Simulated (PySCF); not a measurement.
Does the answer move with the share of exact exchange?

Species: C3H3Cl2O (charge +1).
Atom-mapped SMILES: `[O+:1]#[C:2][CH2:3][CH:4]([Cl:5])[Cl:6]` (hydrogens: H7, H8 on C3; H9 on C4)

Torsions of this conformer, `[O+:1]#[C:2][CH2:3][CH:4]([Cl:5])[Cl:6]`: C2–C3–C4–Cl5 62°.

PySCF, pcSseg-2 basis, density fitting, gas phase, PBE0-D3(BJ)/def2-SVP geometry. One functional is left out:

```
functional  exact exchange (%)  HOMO energy (eV)  LUMO energy (eV)
     B97-D                   0            -12.31             -9.25
      BLYP                   0            -12.15             -9.22
      BP86                   0            -12.40             -9.40
       LDA                   0            -12.46             -9.56
      OPBE                   0            -12.36             -9.23
       PBE                   0            -12.31             -9.32
     B3LYP                  20            -13.43             -8.50
     B97-2                  21            -13.45             -8.30
      PBE0                  25            -13.70             -8.20
 BHandHLYP                  50            -14.97             -6.95
```

**Question.** Predict the row of mPW1PW91 (25 % exact exchange) by straight lines through the other rows, and check it.

**Answer.** 
| property | line | computed | computed − line | PBE0 (25 %), for comparison |
| --- | --- | --- | --- | --- |
| HOMO energy (eV) | -13.67 | -13.73 | -0.06 | -13.70 |
| LUMO energy (eV) | -8.16 | -8.23 | -0.07 | -8.20 |

**Question.** Which of these properties follows the share of exact exchange most closely, and which least?

**Answer.** Most closely the HOMO energy, least the LUMO energy; the correlations over the tabulated rows are HOMO energy -0.996, LUMO energy 0.991. The HOMO energy moves by -0.532 eV for every 10 %. Functionals with the same share still differ in their other parts: at 0 % BLYP and LDA differ by 0.31 eV in it.
